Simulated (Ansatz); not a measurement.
**AlBH (quartet): the correlation ladder at distance B1–Al2 = 1.941 Å, 6-31G**

Aim: climb from Hartree-Fock through coupled cluster and multireference methods for AlBH (quartet) at one geometry and basis, and see what each rung misses.

Computed with Ansatz 0.2.0, Gaussian basis. Level: 6-31G, core rule «outside noble gas», up to 6 orbitals frozen.

To be run: UHF; CCSD(T) on ROHF; CCSD(T) on UHF; BCCD(T) on ROHF; CISD; CCSDT(Q) on ROHF; CCSDT(Q) on UHF; CISDTQ; CCSDTQ on ROHF; CCSDTQ on UHF; CASSCF and MRCISD+Q, 5 electrons in 5 orbitals; CASSCF and NEVPT2, 5 electrons in 5 orbitals; CASSCF and MRCISD+Q, 7 electrons in 9 orbitals; CASSCF and NEVPT2, 7 electrons in 9 orbitals; Full CI.

26 further runs of the same task are left out: 22 that didn't finish, 4 set aside as unsound or not needed.

## Step 1: The geometry

The geometry derives from a PBE0/def2-TZVP stationary point (not a proven minimum). One bond is set to the value named and the two fragments are kept rigid.

3 atoms, charge 0, spin multiplicity 4.

Atoms are counted from 1 here; the program's logs count them from 0.

Bond lengths: B1–Al2 1.941 Å, B1–H3 1.185 Å. Angles: Al2–B1–H3 180.0°.

## Step 2: UHF

The input, in.yaml:

```yaml
crystal:
  periodic: [false, false, false]
  atoms:
    - {symbol: B, position_ang: [0.000000, 0.000000, 0.251900]}
    - {symbol: Al, position_ang: [0.000000, 0.000000, -1.688900]}
    - {symbol: H, position_ang: [0.000000, 0.000000, 1.437000]}
basis:
  gaussian: {orbitals: 6-31G}
magnetization: {spin_polarized: true, initial_magnetization: 3}
hamiltonian: {xc: hf}
output: {orbitals: {seedname: orbitals}}
```

Run with:

```sh
ansatz run in.yaml --threads 1 --pin off --events-out ev --progress --plain --max-ram 2393MiB
```

After this run come: CCSD(T) on ROHF; CCSD(T) on UHF; BCCD(T) on ROHF; CISD; CCSDT(Q) on ROHF; CCSDT(Q) on UHF; CISDTQ; CCSDTQ on ROHF; CCSDTQ on UHF; CASSCF and MRCISD+Q, 5 electrons in 5 orbitals; CASSCF and NEVPT2, 5 electrons in 5 orbitals; CASSCF and MRCISD+Q, 7 electrons in 9 orbitals; CASSCF and NEVPT2, 7 electrons in 9 orbitals; Full CI.

**Question.** What will the summary of the whole plan be? Wanted: FCI below the RHF energy; RMP2 from FCI; UMP2 from FCI; RCCSD from FCI; RCCSD(T) from FCI; UCCSD(T) from FCI; RCCSDT(Q) from FCI; UCCSDT(Q) from FCI; MRCISD+Q pair from FCI.

The runs gave:

| quantity | value |
| --- | --- |
| FCI below the RHF energy | -2.4268 eV |
| RMP2 from FCI | +670.4 meV |
| UMP2 from FCI | +646.5 meV |
| RCCSD from FCI | +102.7 meV |
| RCCSD(T) from FCI | +32.1 meV |
| UCCSD(T) from FCI | +30.9 meV |
| RCCSDT(Q) from FCI | +2.2 meV |
| UCCSDT(Q) from FCI | +1.7 meV |
| MRCISD+Q pair from FCI | +20.5 meV |
| NEVPT2 valence from FCI | +177.5 meV |
| MRCISD+Q valence from FCI | +7.2 meV |
| levels within 1 kcal/mol (43 meV) | RCCSD(T), UCCSD(T), BCCD(T), RCCSDT, UCCSDT, CISDTQ, RCCSDT(Q), UCCSDT(Q), RCCSDTQ, UCCSDTQ, MRCISD+Q pair, MRCISD valence, MRCISD+Q valence |
| T1 diagnostic | 0.035 |
| effectively unpaired electrons | 3.04 |

In words: RCCSD(T) lands +32.1 meV from the yardstick (1.3 % of the correlation energy). One determinant dominates. Of the multireference levels listed MRCISD+Q valence comes nearest in total energy (+7.2 meV), which doesn't show that its space is the better one. These misses are within one basis, not against nature; the frozen cores of restricted and unrestricted runs differ, which can shift their rows.
